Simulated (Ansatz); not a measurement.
This geometry of ClH + H5NSi (9 atoms, charge 0, multiplicity 1) is a first-order saddle point.

These are results of RKS B3LYP/def2-SVP in Ansatz 0.2.0, not measurements.

```xyz
9
Properties=species:S:1:pos:R:3
Si 0.077 -0.094 0.083
N 0.119 -0.194 1.995
H -0.807 -0.198 2.435
H 0.672 0.558 2.418
H 1.373 0.292 -0.510
H -0.723 1.192 0.070
H -0.836 -1.083 -0.524
Cl 1.449 -2.311 0.763
H 0.632 -1.132 2.083
```

(1) Which two structures does it join? (They come from a converged band through this point; their orientation in space is the band's.)

(2) How far does it lie above each of them?

## Answers

(1) Bonds broken: Si1–N2, Cl8–H9. Bonds formed: Si1–Cl8, N2–H9. ClH + H5NSi becomes ClH3Si + H3N.

Image 0:

```xyz
9
Properties=species:S:1:pos:R:3
Si -0.152 0.285 0.076
N 0.090 -0.110 1.783
H -0.750 -0.313 2.326
H 0.673 0.533 2.320
H 1.196 0.424 -0.533
H -0.916 1.551 -0.150
H -0.908 -0.844 -0.528
Cl 1.704 -2.818 1.709
H 1.021 -1.679 1.810
```

Image 8:

```xyz
9
Properties=species:S:1:pos:R:3
Si 0.453 -0.178 -0.496
N -0.232 -0.335 2.528
H -1.143 -0.564 2.930
H 0.163 0.400 3.118
H 0.752 -0.082 -1.956
H 0.577 1.176 0.093
H -0.896 -0.771 -0.337
Cl 1.921 -1.461 0.271
H 0.361 -1.155 2.663
```

(2) 0.44 eV above the first and 0.74 eV above the second. This is the barrier of this one path; another mechanism may lie lower. The orbitals stay closed-shell, which can raise the energy where a bond breaks towards radicals; this wasn't checked here.

Run time: 5 min on 1 thread of Arm Neoverse V2, with other jobs on the host, peak memory 0.15 GiB.
